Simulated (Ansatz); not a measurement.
Geometry optimisation, Ansatz, RKS BLYP-D4/def2-SVP.

Input file:

```yaml
crystal:
  periodic: [false, false, false]
  atoms:
    - { symbol: Si, position_ang: [0.375619, -0.212538, -0.395217] }
    - { symbol: O, position_ang: [-0.548192, -0.130438, 2.333574] }
    - { symbol: H, position_ang: [-1.151714, -0.893875, 2.450179] }
    - { symbol: H, position_ang: [1.025059, -0.313604, -1.747715] }
    - { symbol: H, position_ang: [0.272376, 1.226203, -0.016898] }
    - { symbol: H, position_ang: [-0.950137, -0.900368, -0.468449] }
    - { symbol: F, position_ang: [1.371728, -1.008771, 0.611828] }
    - { symbol: H, position_ang: [0.346162, -0.55221, 2.409598] }
basis:
  gaussian: { orbitals: def2-SVP }
hamiltonian:
  xc: blyp
  dispersion: d4
relax:
  f_tol: 0.03
  max_steps: 50
output:
  orbitals: {}
```

Command:

```bash
$ ansatz run input.yaml --threads 1 --pin off --max-ram 2048MiB --backend cpu --events-out ev --progress --plain --runs-dir out
```

Question: Where does it end, and by what steps?

Answer: The run converged. After 7 steps the energy has fallen by 0.025 eV; O2 moved furthest, 0.08 Å.

```
step  energy less start (eV)  largest force component (eV/Å)  accepted
   0                  0.0000                           0.710       yes
   1                 -0.0009                           1.030       yes
   2                 -0.0081                           0.995       yes
   3                 -0.0160                           0.737       yes
   4                 -0.0238                           0.129       yes
   5                 -0.0246                           0.059       yes
   6                 -0.0249                           0.074       yes
   7                 -0.0252                           0.023       yes
```

```xyz
8
Properties=species:S:1:pos:R:3
Si 0.371 -0.198 -0.410
O -0.563 -0.147 2.414
H -1.121 -0.950 2.414
H 1.028 -0.353 -1.749
H 0.293 1.248 -0.058
H -0.967 -0.862 -0.461
F 1.360 -1.000 0.653
H 0.341 -0.524 2.375
```

Whether the end is a true minimum wasn't checked by a vibrational analysis.

Run time: 13 s on 1 thread of Arm Neoverse V2 (shared host), peak memory 0.13 GiB.
